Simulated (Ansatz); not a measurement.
# CH7AlSi: basis-set convergence

How large a basis does CH7AlSi need? Two functionals and correlated methods are run in growing sets.

The runs use Ansatz 0.2.0, Gaussian basis; one geometry, several basis sets.

Plan: PBE0-D4/def2-SVP; ωB97M-V/def2-SVP; PBE0-D4/def2-QZVPP; ωB97M-V/def2-QZVPP; CCSD(T)/cc-pV(D+d)Z; CCSD(T)/cc-pV(T+d)Z; CCSD(T)/cc-pV(Q+d)Z; the functionals' def2-TZVPP values are taken from earlier runs.

**1. The geometry**

The geometry comes from an earlier relaxation with PBE0-D4/def2-TZVP; it is a stationary point, not always the lowest conformer.

SMILES `[CH3][AlH][SiH3]`, 10 atoms, charge 0, spin multiplicity 1.

Atoms are counted from 1 here; the program's logs count them from 0.

Bond lengths: C1–Al2 1.953 Å, C1–H4 1.096 Å, C1–H5 1.092 Å, C1–H6 1.096 Å, Al2–Si3 2.461 Å, Al2–H7 1.593 Å, Si3–H8 1.494 Å, Si3–H9 1.494 Å, Si3–H10 1.490 Å. Angles: Al2–C1–H4 110.5°, Al2–C1–H5 113.7°, Al2–C1–H6 110.2°, H4–C1–H5 108.0°, H4–C1–H6 106.2°, H5–C1–H6 107.9°, C1–Al2–Si3 120.6°, C1–Al2–H7 118.9°, Si3–Al2–H7 120.4°, Al2–Si3–H8 110.9°, Al2–Si3–H9 110.7°, Al2–Si3–H10 114.1°, H8–Si3–H9 106.3°, H8–Si3–H10 107.2°, H9–Si3–H10 107.2°.

**2. PBE0-D4 in def2-SVP**

The input, in.yaml:

```yaml
crystal:
  periodic: [false, false, false]
  atoms:
    - {symbol: C, position_ang: [-1.428446, 0.967154, -0.792407]}
    - {symbol: Al, position_ang: [0.409065, 0.309455, -0.720919]}
    - {symbol: Si, position_ang: [1.161657, -1.107311, 1.145404]}
    - {symbol: H, position_ang: [-1.909213, 0.659339, -1.727475]}
    - {symbol: H, position_ang: [-2.050649, 0.624124, 0.036631]}
    - {symbol: H, position_ang: [-1.438018, 2.062980, -0.790387]}
    - {symbol: H, position_ang: [1.416903, 0.709211, -1.887736]}
    - {symbol: H, position_ang: [0.334884, -2.347617, 1.241011]}
    - {symbol: H, position_ang: [1.000200, -0.395030, 2.448503]}
    - {symbol: H, position_ang: [2.586617, -1.533604, 1.050372]}
basis:
  gaussian: {orbitals: def2-SVP}
hamiltonian: {xc: pbe0, dispersion: d4}
output: {orbitals: {seedname: orbitals}}
```

Started as:

```console
ansatz run in.yaml --threads 2 --pin off --events-out ev --progress --plain --max-ram 32768MiB --backend cpu
```

The runs that follow: ωB97M-V in def2-SVP; PBE0-D4 in def2-QZVPP; ωB97M-V in def2-QZVPP; CCSD(T) in cc-pV(D+d)Z; CCSD(T) in cc-pV(T+d)Z; CCSD(T) in cc-pV(Q+d)Z.

Q: Predict the results of all the runs planned. Wanted: MP2 correlation recovered, cc-pV(D+d)Z; MP2 correlation recovered, cc-pV(T+d)Z; MP2 correlation recovered, cc-pV(Q+d)Z; difference of two CCSD(T) limits: def2 sets; PBE0-D4: double and triple zeta above quadruple; ωB97M-V: double and triple zeta above quadruple.

**Answer**, as computed:

```
                                                                   quantity          value
                                     MP2 correlation recovered, cc-pV(D+d)Z         73.1 %
                                     MP2 correlation recovered, cc-pV(T+d)Z         89.8 %
                                     MP2 correlation recovered, cc-pV(Q+d)Z         95.8 %
difference of two CCSD(T) limits: def2 sets (earlier runs) less this series        -55 meV
                            PBE0-D4: double and triple zeta above quadruple  6.85, 0.54 eV
                            ωB97M-V: double and triple zeta above quadruple  6.97, 0.52 eV
```

In words: For PBE0-D4 the step from double to triple zeta gains 6.32 eV and the next only 0.54 eV. Correlation climbs from 73 % (cc-pV(D+d)Z) to 96 % (cc-pV(Q+d)Z) of the limit; Hartree-Fock is 0.069 eV from its own by then. A limit from the def2 sets, made apart, differs by 55 meV, a least measure of the doubt on such a limit. These are total energies; as a rule much of such shifts cancels in differences, which this series doesn't test.
